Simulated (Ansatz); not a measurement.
Cost against result

The pair of H₃O⁺ (SMILES [OH3+], atoms 1–4) and HCN (SMILES C#N, atoms 5–7), both closed shells, in one local arrangement (a lower one may exist), relaxed at PBE0-D4/def2-TZVP:

O1  (-0.656, 0.214, -1.412)
H2  (-1.615, 0.345, -1.429)
H3  (-0.166, 0.039, -0.371)
H4  (-0.223, 0.850, -1.998)
C5  (0.895, -0.487, 1.754)
N6  (0.397, -0.229, 0.766)
H7  (1.367, -0.731, 2.690)
(Å)

Interaction energies are counterpoise-corrected; the time is that of the whole pair.

Ansatz 0.2.0; basis: as named in each row; cores frozen in the correlated methods. B3LYP uses VWN-RPA correlation. Extrapolation: Hartree–Fock as exp(−7.88 √X), correlation as X^−2.97.

Times are rough, for one single point on 2 threads of a shared host (Arm Neoverse V1).

The estimate by CCSD(T) at an estimated basis limit (MP2 extrapolated from triple and quadruple zeta, plus CCSD(T) − MP2 in triple zeta) is -2.107 eV.

| method | basis | time (s) | interaction energy (eV) | method less estimate |
| --- | --- | --- | --- | --- |
| HF | STO-3G | under 1 | -2.332 | -0.225 |
| PBE-D4 | STO-3G | under 1 | -2.529 | -0.422 |
| SPW92 | def2-SVP | under 1 | -2.400 | -0.293 |
| B3LYP-D4 | 6-31G | under 1 | -2.311 | -0.204 |
| PBE-D4 | def2-SVP | under 1 | -2.199 | -0.092 |
| PBE0-D4 | def2-SVP | under 1 | -2.222 | -0.115 |
| CCSD(T) | def2-SVP | under 1 | -2.012 | 0.095 |
| PBE-D4 | def2-TZVPPD | 1 | -2.199 | -0.092 |
| revPBE-D4 | def2-TZVPPD | 1 | -2.137 | -0.030 |
| BLYP-D4 | def2-TZVPPD | 2 | -2.125 | -0.018 |
| PBE0-D4 | def2-TZVPPD | 2 | -2.212 | -0.105 |
| B3LYP-D4 | def2-TZVPPD | 2 | -2.160 | -0.053 |
| HSE06-D4 | def2-TZVPPD | 2 | -2.212 | -0.106 |
| wB97M-V | def2-SVP | 2 | -2.119 | -0.012 |
| r2SCAN-D4 | def2-TZVPPD | 2 | -2.192 | -0.085 |
| B2PLYP | def2-TZVPPD | 3 | -2.121 | -0.014 |
| wB97X-V | def2-TZVPPD | 5 | -2.136 | -0.030 |
| wB97M-V | def2-TZVPPD | 6 | -2.097 | 0.009 |
| B97M-V | def2-TZVPPD | 6 | -2.116 | -0.010 |
| MP2 | def2-QZVPPD | 10 | -2.124 | -0.017 |
| CCSD(T) | def2-TZVPPD | 29 | -2.072 | 0.034 |

T1 diagnostic: at most 0.014.
